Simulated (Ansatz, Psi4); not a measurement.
NOF (nitrosyl fluoride): a line through the functionals

The species is NOF (3 atoms), meant as a singlet with charge 0. As SMILES, `O=NF`. The coordinates come from a PBE0-D4/def2-TZVP relaxation.

The HOMO–LUMO gap y, in eV, basis def2-TZVPP; a is the functional's share of exact exchange. Programs: Ansatz 0.2.0, Psi4 1.11.

| functional | program | a | y (eV) |
| --- | --- | --- | --- |
| BLYP | Psi4 | 0 | 3.65 |
| TPSS | Psi4 | 0 | 3.86 |
| B3LYP | Psi4 | 0.2 | ? |
| PBE0 | Psi4 | 0.25 | 6.53 |
| r2SCAN0 | Ansatz | 0.25 | 6.86 |
| BHLYP | Psi4 | 0.5 | 9.52 |

Problem. Fit y = c + s·a to the known rows and predict B3LYP.

Solution. 
1. Means of the 5 rows: a = 0.2000, y = 6.084.
2. Σ(Δa)² = 0.175, Σ(Δa·Δy) = 2.0235, so the slope is 2.0235/0.175 = 11.563.
3. Intercept: 6.084 − (11.563) × 0.2000 = 3.771. The largest residual of the fit is 0.20.
4. B3LYP: 3.771 + (11.563) × 0.2 = 6.08 eV.

The run gave 5.95 eV, so the prediction is off by +0.13 eV, within the largest residual. Exact exchange lowers occupied levels and raises empty ones. The rows mix families of semi-local functionals, which the line can't see.
